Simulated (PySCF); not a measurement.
Compound: C3H6O.
Geometry (GFN2-xTB, Å), atoms numbered from 1 in this order:
```xyz
10
C3H6O angstrom
C      1.5256    0.2300    0.3326
C      0.3649    0.4761   -0.2441
C     -0.7513   -0.5199   -0.3577
O     -2.0014    0.0203    0.0168
H      2.3044    0.9709    0.3884
H      1.7532   -0.7333    0.7599
H      0.1455    1.4474   -0.6672
H     -0.8730   -0.8167   -1.4051
H     -0.5219   -1.4185    0.2334
H     -1.9371    0.3483    0.9206
```

Method used: TDDFT CAM-B3LYP/def2-SVPD, vertical, gas phase, core orbitals frozen in the response (PySCF 2.14.0, density-fitted response routines).

Kohn–Sham orbitals with the atoms that hold most of them (Löwdin shares over 4%, at most four atoms; ? is withheld):

```
orbital  ε (eV)                            atoms
 LUMO+2    2.01  O4 24%, C1 20%, H6 13%, H10 12%
 LUMO+1    1.50   C1 26%, C2 15%, C3 12%, O4 11%
   LUMO    0.96    C1 29%, C2 24%, O4 14%, C3 8%
   HOMO       ?                                ?
 HOMO-1   -9.84                                ?
 HOMO-2  -11.00     O4 45%, C3 19%, C1 8%, H8 8%
 HOMO-3  -11.97   C2 23%, C1 20%, O4 15%, H7 14%
```

Problem. Give the leading atoms of the HOMO.

Solution. C1 (bonded to C and 2 H) 31%; C2 (bonded to 2 C and H) 29%; O4 (bonded to C and H) 18%; C3 (bonded to C, O and 2 H) 8%. By element: carbon 67%, oxygen 18%.

Problem. Give the leading atoms of the HOMO-1.

Solution. O4 (bonded to C and H) 46%; C2 (bonded to 2 C and H) 16%; C3 (bonded to C, O and 2 H) 14%; C1 (bonded to C and 2 H) 10%. By element: oxygen 46%, carbon 40%.

Problem. What is the HOMO energy, and the HOMO–LUMO gap?

Solution. ε(HOMO) = -9.13 eV; the gap is 10.09 eV (0.3709 hartree).

Problem. How does S1 compare with the orbital gap of 10.09 eV?

Solution. S1 is at 6.88 eV (f = 0.066), 3.21 eV below the gap, made of HOMO→LUMO (53%), HOMO-1→LUMO (40%). 

Next come S2 at 7.42 eV (f 0.059), HOMO→LUMO+1 (81%); S3 at 7.58 eV (f 0.281), HOMO-1→LUMO (49%), HOMO→LUMO (40%); S4 at 7.77 eV (f 0.026), HOMO-1→LUMO+1 (40%), HOMO→LUMO+2 (32%), HOMO→LUMO+1 (9%); S5 at 8.21 eV (f 0.026), HOMO→LUMO+3 (78%).

One conformer stands for the species.
